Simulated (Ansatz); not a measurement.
C3H5, charge +2, doublet, geometry from GFN2-xTB of the parent state (a state made from the parent by changing its charge; the spin is typed, not shown lowest); SVWN5/def2-SV(P) in Ansatz (a first-principles code).

The Ansatz input:
Ansatz 0.2 input:
```yaml
crystal:
  periodic: [false, false, false]
  atoms:
    - {symbol: C, position_ang: [1.31352899, 0.25622584, -0.02192716]}
    - {symbol: C, position_ang: [0.02590858, 0.37408297, -0.01022305]}
    - {symbol: H, position_ang: [1.83787885, -0.70392499, -0.00249333]}
    - {symbol: H, position_ang: [1.97053843, 1.11335976, -0.05223491]}
    - {symbol: C, position_ang: [-1.20640148, -0.39885089, 0.02447718]}
    - {symbol: H, position_ang: [-1.00835162, -1.47840810, 0.05083729]}
    - {symbol: H, position_ang: [-1.78896803, -0.13645457, 0.90819127]}
    - {symbol: H, position_ang: [-1.80931420, -0.18331958, -0.85826214]}
basis:
  gaussian:
    orbitals: def2-SV_P_.json
hamiltonian:
  xc: {name: SVWN5}
total_charge: 2
magnetization: {spin_polarized: false, initial_magnetization: 1}
```
The basis file holds def2-SV(P) in the JSON format of the Basis Set Exchange.

Predict the main parts of the log of this Ansatz run.


```
Functional definition: SVWN5
724 factors; their error is unknown
mean field evaluation 1: about -3115.8718 eV, gradient 7.5e1 eV
mean field evaluation 2: about -3100.5105 eV, gradient 9.4e1 eV
mean field evaluation 4: about -3130.4536 eV, gradient 6.0e0 eV
mean field evaluation 8: about -3130.5881 eV, gradient 1.2e-1 eV
mean field evaluation 16: about -3130.5603 eV, gradient 1.3e-4 eV
mean field evaluation 32: about -3102.1600 eV, gradient 7.1e1 eV
mean field -3130.56031342 eV, -115.0459695483 hartree, gradient 2.4e-5 eV, S^2 0.750000; 1 other end points of the search recorded, 0 dependent functions left out
reference -3130.56033379 eV, -115.0459702969 hartree; 11, 10 occupied and 41, 42 virtual orbitals, 724 factors
Total energy: -3130.56033379 eV, -115.0459702969 hartree
```
